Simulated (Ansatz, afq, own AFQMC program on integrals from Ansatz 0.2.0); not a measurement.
Integrals from Ansatz 0.2.0, then the random walk in our own AFQMC program (afq).

```yaml
crystal:
  periodic: [false, false, false]
  atoms:
    - {symbol: Si, position_ang: [-0.939349, 0.021476, 0.000000]}
    - {symbol: H, position_ang: [-1.434221, 1.421184, 0.000000]}
    - {symbol: H, position_ang: [-1.434220, -0.678378, 1.212183]}
    - {symbol: H, position_ang: [-1.434221, -0.678378, -1.212182]}
    - {symbol: H, position_ang: [0.658651, 0.021476, 0.000000]}
    - {symbol: N, position_ang: [1.983651, 0.021476, -0.000001]}
    - {symbol: H, position_ang: [2.252733, -0.982751, -0.000001]}
basis:
  gaussian: {orbitals: cc-pVDZ}
magnetization: {spin_polarized: true, initial_magnetization: 2}
correlation: {method: ccsd_t, electrons: outside_noble_gas, hamiltonian_folder: ham}
```

```sh
$ ansatz run in.yaml --threads 1 --pin off --events-out ev --progress --plain --max-ram 16896MiB --backend cuda --devices 0, --max-vram 18GiB
```

afq runs on the folder ham with

```
--method phaseless --trial hf --walkers 4000 --populations 20 --least-time 40 --time-step 0.005 --steps-per-block 20 --equilibration-blocks 112 --max-blocks 4000 --target-error 0.0011 --factor-cut 1e-05 --start spin_pure --seed 4439 --taylor-order 6
```

Times are imaginary, in 1/Eh. The walk had a cap of 69 s. With eight or more populations the least sampling time is a fifth of least-time, and the error comes from their spread.

afq prints:

```
orbitals 51  electrons 8 6  factors 392 of 535
reference energy -346.15980567 Eh
CCSD correlation -0.29080291 Eh in 12 cycles, weight of the determinant in the CISD state 0.8703
energy of the start -346.160845 Eh
 block  time / (1/Eh)  mean weight  energy / Eh
     1     0.100  1.0012  -346.226727
     2     0.200  1.0017  -346.275502
     3     0.300  1.0021  -346.311163
     4     0.400  1.0020  -346.339842
     5     0.500  1.0019  -346.360735
     8     0.800  1.0009  -346.401379
    13     1.300  1.0005  -346.433796
    25     2.500  0.9999  -346.452339
    37     3.700  0.9999  -346.450469
    49     4.900  0.9999  -346.456719
    61     6.100  0.9999  -346.459594
    73     7.300  0.9999  -346.457751
    85     8.500  0.9998  -346.455836
    97     9.700  0.9997  -346.455089
   109    10.900  0.9994  -346.460867
   121    12.100  1.0003  -346.459570
   133    13.300  1.0000  -346.452271
   145    14.500  0.9998  -346.464621
   153    15.300  0.9999  -346.465971
   157    15.700  1.0001  -346.462354
   169    16.900  1.0004  -346.462392
   181    18.100  1.0000  -346.459962
   189    18.900  1.0001  -346.458998
error from the spread of 20 populations
energy -346.459120 +/- 0.001093 Eh
(rows thinned)
```

The run passed its tests (sampling time, drift between the halves within three errors, error under three times the target), which doesn't prove that it has relaxed.

Against this walk (error 29.8 meV) on the same determinant: CCSD(T) 62.5 meV higher, CCSDT(Q) 20.1 meV higher (within the noise), a separate phaseless walk with a CISD trial and standard settings 32.9 ± 29.9 meV higher (within the noise). The error is statistical and leaves out the bias of the constraint.

Cautions: constraint bias not in the error; lower spins were not checked.

The walk took 26 s on 1 × NVIDIA H100 80GB HBM3 with 2 threads of AMD EPYC 7R13 Processor (Zen 3) (shared host) (the card was shared). The log's last line is the phaseless energy.

CCSDT and higher add their correlation energy to the determinant of the CCSD(T) run, since their own runs factorise the integrals more tightly (a shift of under 2 meV). A walk keeps the symmetry of its determinant, which the program's search chose and which needn't be the lowest solution, so a lower state of the same spin and another symmetry isn't excluded.
